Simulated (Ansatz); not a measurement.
## What a trial cell of WI relaxes into

Theory: Ansatz, DFT PBE, scalar-relativistic, plane waves, PAW. Cutoff 420 eV, Γ-centred k mesh, Gaussian smearing, no spin polarisation in the final step.

WI was placed on the CuPt (L1_1) structure type (R-3m, No. 166), with W in place of Cu, I in place of Pt, at a guessed volume.

```yaml
crystal:
  lattice:
    - [1.72623, 0.99664, 5.49835]
    - [-1.72623, 0.99664, 5.49835]
    - [0.00000, -1.99327, 5.49835]
  atoms:
    - { symbol: W, position: [0.00000, 0.00000, 0.00000] }
    - { symbol: I, position: [0.50000, 0.50000, 0.50000] }
```

Cell and atoms relax at zero pressure; the relaxation can't lower the symmetry of the start. After a coarse first stage the cell is made exact in the group found at 0.06 Å.

Formation energies are uncorrected and refer to the elements' standard structures at the same level.

Task: Describe the relaxed structure.

Result: It keeps R-3m (No. 166). The result has the CuPt (L1_1) structure. Conventional cell: a = 3.256 Å, c = 13.112 Å. W is coordinated by 6 I at 2.88 Å and 6 W at 3.26 Å; around I lie 6 W at 2.88 Å and 6 I at 3.26 Å.

```cif
data_structure
_symmetry_space_group_name_H-M 'R-3m:H'
_symmetry_Int_Tables_number 166
_cell_length_a 3.2557
_cell_length_b 3.2557
_cell_length_c 13.1121
_cell_angle_alpha 90.000
_cell_angle_beta 90.000
_cell_angle_gamma 120.000
_cell_volume 120.37
loop_
_atom_site_label
_atom_site_type_symbol
_atom_site_symmetry_multiplicity
_atom_site_Wyckoff_symbol
_atom_site_fract_x
_atom_site_fract_y
_atom_site_fract_z
_atom_site_occupancy
W1 W 3 a 0.00000 0.00000 0.00000 1
I1 I 3 b 0.66667 0.33333 0.83333 1
```

Task: What are its volume, energy, density and gap?

Result: The volume per atom is 20.06 Å³. The density is 12.86 g/cm³, the energy over the elements is 1.52 eV/atom and the gap on the 18×18×18 mesh is 0 eV (a metal).

The final run used a 18×18×18 mesh on its 2-atom cell and 0.10 eV smearing. The k mesh leaves about 4 meV/atom of noise in metals. Spin–orbit coupling is left out. Symmetry constrained the relaxation, so the result can be a saddle point. The steps took of the order of 2.5 core-minutes in all.